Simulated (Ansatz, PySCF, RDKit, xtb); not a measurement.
Dimer: CH3NO (SMILES NC=O) (first 6 atoms) with CH3NO (SMILES NC=O); geometry from NCB31 set.
(charge 0, multiplicity 1):
```csv
atom,x (Å),y (Å),z (Å)
O,-1.1411,1.4452,0.0000
C,-0.0618,2.0309,0.0000
H,-0.0137,3.1302,0.0000
N,1.1411,1.4359,0.0000
H,1.2177,0.4165,0.0000
H,1.9714,2.0021,0.0000
O,1.1411,-1.4452,0.0000
C,0.0618,-2.0309,0.0000
H,0.0137,-3.1302,0.0000
N,-1.1411,-1.4359,0.0000
H,-1.2177,-0.4165,0.0000
H,-1.9714,-2.0021,0.0000
```

Counterpoise-corrected where a basis set is named; no monomer relaxation. Rows marked so take none. RDKit's UFF carries no charges.

Cores are frozen in the correlated methods. Rows in STO-3G carry no dispersion term and start afresh at each structure.

Run with Ansatz (an electronic-structure program) with Gaussian orbitals; PySCF for STO-3G rows, the dispersion terms; RDKit for the force fields; xtb for the GFN methods. 

| level | interaction energy (kJ/mol) |
|---|---|
| UFF | 242.1 |
| GFN1-xTB | -60.4 |
| HF/STO-3G (no counterpoise) | -62.8 |
| SVWN5/def2-TZVPPD | ? |
| revPBE-D3(BJ)/def2-TZVPPD | -61.1 |
| r2SCAN/def2-TZVPPD | -65.6 |
| BHLYP/def2-TZVPPD | -64.1 |
| CAM-B3LYP/def2-TZVPPD | -64.9 |
| MP2/aug-cc-pVDZ | ? |

**Question.** Fill in the missing entries.

**Answer.** 
- SVWN5/def2-TZVPPD, interaction energy (kJ/mol): -90.0
- MP2/aug-cc-pVDZ, interaction energy (kJ/mol): -58.6
